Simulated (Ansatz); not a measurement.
## Chromium, bcc: convergence with Fermi-Dirac smearing

Computed with Ansatz, LDA, scalar-relativistic PAW, on the relaxed cell (a = 2.788 Å; non-magnetic). Errors count from a run at 420 eV on a Γ-centred 26×26×26 mesh with Fermi-Dirac smearing of 0.05 eV, extrapolated to zero width. Fixed here: cutoff 420 eV, mesh 16×16×16.

| width (eV) | E(σ→0) error (meV/atom) | F error (meV/atom) | P (GPa) | SCF iterations |
| --- | --- | --- | --- | --- |
| 0.01 | -1.7 | -1.9 | 0.25 | 13 |
| 0.03 | -1.9 | -3.1 | 0.22 | 14 |
| 0.1 | -2.3 | -13.4 | 0.30 | 13 |
| 0.2 | 2.5 | -49.9 | 0.92 | 13 |
| 0.3 | 16.4 | -121.2 | 2.47 | 13 |
| 0.6 | 96.5 | -610.3 | 13.83 | 14 |

Q: What does the run at 1.0 give (width)?

A: E(σ→0) error (meV/atom): 85.8; F error (meV/atom): -1891.4; P (GPa): 36.50; SCF iterations: 14.
